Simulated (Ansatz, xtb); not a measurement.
# Two structures of CH4Si2+

Structure X: a doublet given by its coordinates. Structure Y: the doublet with the links of `[H]/[Si]=C\[SiH2+]`. Both are isolated ions in the gas phase, relaxed with B3LYP-D3(BJ)/6-311G**; the shapes shown needn't be the lowest conformers.

X (Å):

```yaml
atoms:
  - { symbol: C, position_ang: [-2.0730, -0.8027, 2.2546] }
  - { symbol: Si, position_ang: [-1.7257, -2.6483, 2.5493] }
  - { symbol: Si, position_ang: [-0.3728, -0.4825, 1.5836] }
  - { symbol: H, position_ang: [-2.8763, -0.6340, 1.5272] }
  - { symbol: H, position_ang: [-2.2936, -0.2602, 3.1819] }
  - { symbol: H, position_ang: [-0.1132, -0.6665, 0.1490] }
  - { symbol: H, position_ang: [0.7166, -0.1338, 2.5061] }
```

Close contacts (Å): C1–Si2 1.90, C1–Si3 1.86, Si2–Si3 2.73, C1–H4 1.10, C1–H5 1.10, Si3–H6 1.47, Si3–H7 1.47.

Y (Å):

```yaml
atoms:
  - { symbol: C, position_ang: [-1.1610, -0.7987, 1.1245] }
  - { symbol: Si, position_ang: [-2.8805, -0.4805, 0.9447] }
  - { symbol: Si, position_ang: [-0.4047, -0.9419, 2.6979] }
  - { symbol: H, position_ang: [-0.5421, -0.9114, 0.2375] }
  - { symbol: H, position_ang: [-3.7091, -0.3297, 2.1789] }
  - { symbol: H, position_ang: [1.0347, -1.2088, 2.8464] }
  - { symbol: H, position_ang: [-1.2198, -0.7934, 3.9133] }
```

Energies in hartree; the thermal terms are from B3LYP-D3(BJ)/6-311G** harmonic frequencies (ideal gas, rigid rotor, one conformer each, 298.15 K, 1 atm) and include the zero-point energy:

|  | X | Y |
| --- | --- | --- |
| E, CCSD(T)/def2-SVP | −617.854825 | −617.842066 |
| E, MP2/def2-SVP | −617.796325 | −617.790341 |
| E, MP2/def2-TZVPP | −618.110751 | −618.103935 |
| zero-point energy | 0.040839 | 0.039385 |
| H(298 K) − E | 0.046868 | 0.045328 |
| G(298 K) − E | 0.012696 | 0.011247 |

Question: Correct the CCSD(T) difference for the basis set by the MP2 change, then work out ΔE, ΔE₀, ΔH and ΔG for X → Y in kcal/mol (1 Eh = 627.51 kcal/mol) and the equilibrium ratio [Y]/[X].

Answer: 1. Differences Y − X: CCSD(T) +0.012759, MP2 in the small set +0.005984, MP2 in the large set +0.006816 Eh.
2. ΔE = +0.012759 + (+0.006816 − (+0.005984)) = +0.013591 Eh = +8.53 kcal/mol.
3. ΔE₀ = ΔE + ΔZPE = +0.013591 + (−0.001454) Eh = +7.62 kcal/mol.
4. ΔH = ΔE + (−0.001540) Eh = +7.56 kcal/mol.
5. ΔG = ΔE + (−0.001449) Eh = +7.62 kcal/mol, so ΔS = (ΔH − ΔG)/T = −0.8 J/(mol K).
6. kT = 0.9442 mEh, so K = [Y]/[X] = exp(−ΔG/kT) = exp(−12.86) ≈ 2.6 × 10^−6.

Structure X is favoured at this temperature. An error of 1 kcal/mol in ΔG would change K by a factor of 5.4. Mirror images and further conformers aren't counted.

Other levels gave ΔE = +3.6 (GFN2-xTB); +27.5 (HF/STO-3G, GFN2-xTB geometries); +9.6 (r2SCAN-D4/def2-SVP, GFN2-xTB geometries); +8.2 (B3LYP-D3(BJ)/6-311G**); +2.2 (HF/def2-SVP); +3.8 (MP2/def2-SVP); +8.0 (CCSD(T)/def2-SVP) kcal/mol. Open shells are spin-unrestricted. The correlated steps freeze 11 core orbitals. Programs: Ansatz 0.2.0, xtb 6.7.1.
